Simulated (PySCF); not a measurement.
Basis and Hamiltonian dependence of the electron affinity of O

O⁻ [He] 2s2 2p5 (2P) → O [He] 2s2 2p4 (3P). All values are computed (PySCF 2.14, energy differences of UHF-based or UKS calculations, no spin-orbit coupling). Values in eV.

```
                                                           basis       Hamiltonian  functions     UHF    LDA   PBE0  MP2 (valence)  CCSD(T) (valence)  CCSD(T) (valence and next inner shell)
                                                  aug-cc-pVDZ-DK     spin-free X2C         23  -0.531  2.032  1.388          1.264              1.181                                     n/a
                                                    ANO-RCC-VTZP     spin-free X2C         30  -0.592  2.048  1.359          1.339              1.246                                   1.250
  x2c-TZVPPall with one added diffuse shell each of s, p, d type     spin-free X2C         40  -0.583  2.034  1.367          1.353              1.268                                   1.272
                                                  aug-cc-pVTZ-DK     spin-free X2C         46  -0.573  2.045  1.378          1.410              1.325                                     n/a
                                                     aug-cc-pVTZ  non-relativistic         46  -0.565  2.051  1.384          1.416              1.331                                     n/a
                                                   aug-cc-pwCVTZ  non-relativistic         59  -0.565  2.054  1.385          1.421              1.336                                   1.340
                                                 aug-cc-pCVTZ-DK     spin-free X2C         59  -0.572  2.049  1.380          1.414              1.329                                   1.333
aug-cc-pVTZ with one added diffuse shell each of s, p, d, f type  non-relativistic         62  -0.562  2.107  1.409          1.433              1.352                                     n/a
                                                      dyall-av3z  non-relativistic         71  -0.574  2.073  1.394          1.420              1.338                                     n/a
                                                     dyall-acv3z  non-relativistic         76  -0.574  2.073  1.394          1.420              1.338                                   1.341
                                                     dyall-acv3z     spin-free X2C         76  -0.582  2.068  1.387          1.415              1.332                                   1.335
                                                 aug-cc-pCVQZ-DK     spin-free X2C        109  -0.580  2.054  1.381          1.487                n/a                                     n/a
                                                     aug-cc-pV5Z  non-relativistic        127  -0.575  2.071  1.391          1.525                n/a                                     n/a
```

**Question.** Estimate the row for aug-cc-pVQZ with one added diffuse shell each of s, p, d, f, g type (non-relativistic, 105 functions).

**Answer.** From the rows with the same Hamiltonian and similar size; the calculation gives UHF -0.57; LDA 2.10; PBE0 1.41; MP2 (valence) 1.50 (eV).

Extrapolation of MP2 (valence) from aug-cc-pCVTZ-DK and aug-cc-pCVQZ-DK: the correlation parts are 1.985 and 2.067 eV; with the X⁻³ form and unrounded values, (4³ × 2.067 − 3³ × 1.985)/(4³ − 3³) = 2.127 eV, and adding the Hartree-Fock value -0.580 eV of the larger basis gives 1.547 eV.

Frozen in the all-electron rows: valence: 1s2; valence and next inner shell: nothing.

In most of these bases the highest occupied level of the anion is positive at LDA, PBE0, so the basis helps to hold the electron.

Reference for a calculation without spin-orbit coupling: 1.461 eV (measured; photodetachment measurements, as compiled on the Wikipedia data page of electron affinities).
